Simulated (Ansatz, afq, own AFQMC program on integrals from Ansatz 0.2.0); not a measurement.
Integrals from Ansatz 0.2.0, then the random walk in our own AFQMC program (afq).

```yaml
crystal:
  periodic: [false, false, false]
  atoms:
    - {symbol: Al, position_ang: [0.000000, -0.242762, 2.198661]}
    - {symbol: Ga, position_ang: [0.000000, 0.222201, -0.474325]}
    - {symbol: B, position_ang: [0.000000, -0.994062, -2.351770]}
    - {symbol: H, position_ang: [0.000000, 1.790187, -0.820383]}
basis:
  gaussian: {orbitals: cc-pVDZ}
magnetization: {spin_polarized: false, initial_magnetization: 2}
correlation: {method: ccsd_t, electrons: outside_noble_gas, hamiltonian_folder: ham}
```

```sh
$ ansatz run in.yaml --threads 1 --pin off --events-out ev --progress --plain --max-ram 1843MiB
```

Options of the walk:

```
--method phaseless --trial cisd --walkers 60 --populations 1 --least-time 40 --time-step 0.005 --steps-per-block 50 --equilibration-blocks 28 --max-blocks 300 --target-error 0.00038 --factor-cut 1e-05 --start spin_pure --seed 135 --release-times 0.24,0.51,0.99,1.62,2.4 --release-step 0.03 --release-every 4 --taylor-order 6
```

Times are imaginary, in 1/Eh. The walk had a cap of 1931 s. Filled inner d shells are frozen with the cores.

Output of the walk:

```
orbitals 44  electrons 6 4  factors 349 of 681
reference energy -2190.23215051 Eh
CCSD correlation -0.19046432 Eh in 19 cycles, weight of the determinant in the CISD state 0.7641
energy of the start -2190.422615 Eh
 block  time / (1/Eh)  mean weight  energy / Eh
     1     0.250  1.0002  -2190.419086
     2     0.500  0.9987  -2190.419005
     3     0.750  0.9997  -2190.419022
     4     1.000  1.0012  -2190.419983
     5     1.250  1.0006  -2190.422414
     7     1.750  1.0013  -2190.425027
     9     2.250  1.0005  -2190.425204
    17     4.250  1.0005  -2190.428794
    33     8.250  1.0004  -2190.435864
    49    12.250  1.0001  -2190.427425
    65    16.250  1.0016  -2190.432389
    81    20.250  1.0014  -2190.425747
    97    24.250  0.9985  -2190.434617
   113    28.250  1.0003  -2190.430893
   129    32.250  1.0010  -2190.425160
   145    36.250  1.0007  -2190.434212
   161    40.250  0.9994  -2190.438626
   177    44.250  0.9998  -2190.432699
   185    46.250  1.0003  -2190.444129
   193    48.250  1.0013  -2190.431589
   209    52.250  0.9990  -2190.426469
   225    56.250  1.0002  -2190.435324
   241    60.250  1.0017  -2190.428499
   257    64.250  1.0013  -2190.429806
   273    68.250  0.9997  -2190.437051
   289    72.250  1.0002  -2190.437253
   305    76.250  1.0013  -2190.437256
   321    80.250  1.0008  -2190.429661
blocks merged  error / Eh  count
     1  0.000286  300
     2  0.000373  150
     4  0.000463  75
     8  0.000534  37
    16  0.000613  18
    32  0.000499  9
released: time / (1/Eh)  energy / Eh  error  mean overlap
  0.24  -2190.433279  0.000648  0.9946
  0.51  -2190.433526  0.000578  0.9964
  0.99  -2190.433565  0.000617  1.0094
  1.62  -2190.433034  0.000711  1.0159
  2.40  -2190.433928  0.000990  0.9965
energy -2190.432223 +/- 0.000613 Eh
(rows thinned)
```

The run passed its tests (sampling time, drift between the halves within three errors, error under three times the target), which doesn't prove that it has relaxed.

Against this walk (error 16.7 meV) on the same determinant: CCSD(T) 42.2 meV higher, CCSDT(Q) 96.9 meV lower. The error is statistical and leaves out the bias of the constraint. None of these is a sure reference here. Released to 2.40 1/Eh the energy moves by -46 ± 32 meV (both errors), within twice the noise.

Cautions: constraint bias not in the error; error above the target (16.7 against 10.3 meV); no relativity below Rb; no spin-orbit coupling; inner d shell frozen; higher spins were not checked; a spin-contaminated unrestricted determinant lies lower (UHF 136 meV lower, ⟨S²⟩ 2.30); strong correlation (T1 0.061, weight of the determinant 0.76, largest double 0.08); the bias of populations of 60 walkers isn't removed.

The walk took 10 min on 1 thread of Arm Neoverse V1, with other jobs on the host. The log's last line is the phaseless energy.

CCSDT and higher add their correlation energy to the determinant of the CCSD(T) run, since their own runs factorise the integrals more tightly (a shift of under 2 meV). A walk keeps the symmetry of its determinant, which the program's search chose and which needn't be the lowest solution, so a lower state of the same spin and another symmetry isn't excluded.
